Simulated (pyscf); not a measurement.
H₃C–CH₃ + [H₃C–Ga–Cl]• -> H₃C–Ga(CH₃)–Cl + CH₃• (substitution at C; doublet surface; C–C broken, C–Ga formed). PySCF, gas phase, ωB97X-D3(BJ)/def2-SVP geometries. Energies in kcal/mol from the separated reactants.

```json
[
 {"level": "ωB97X-D3(BJ)/def2-TZVP", "barrier": "49.1", "reaction energy": "+17.6"},
 {"level": "PBE/def2-TZVP", "barrier": "41.4", "reaction energy": "+22.2"},
 {"level": "B3LYP-D3(BJ)/def2-TZVP", "barrier": "45.0", "reaction energy": "+20.4"},
 {"level": "PBE0-D3(BJ)/def2-TZVP", "barrier": "45.0", "reaction energy": "+19.8"},
 {"level": "M06-2X/def2-TZVP", "barrier": "48.6", "reaction energy": "+21.0"},
 {"level": "HF/def2-TZVP", "barrier": "61.4", "reaction energy": "+13.8"}
]
```

The functionals in the table span 7.6 kcal/mol in this barrier, from PBE to ωB97X-D3(BJ)/def2-TZVP. One saddle was located; it need not be the lowest between these sides. The angle at the attacked C is 168°. Elements up to Kr have no core potential and no relativistic terms here.
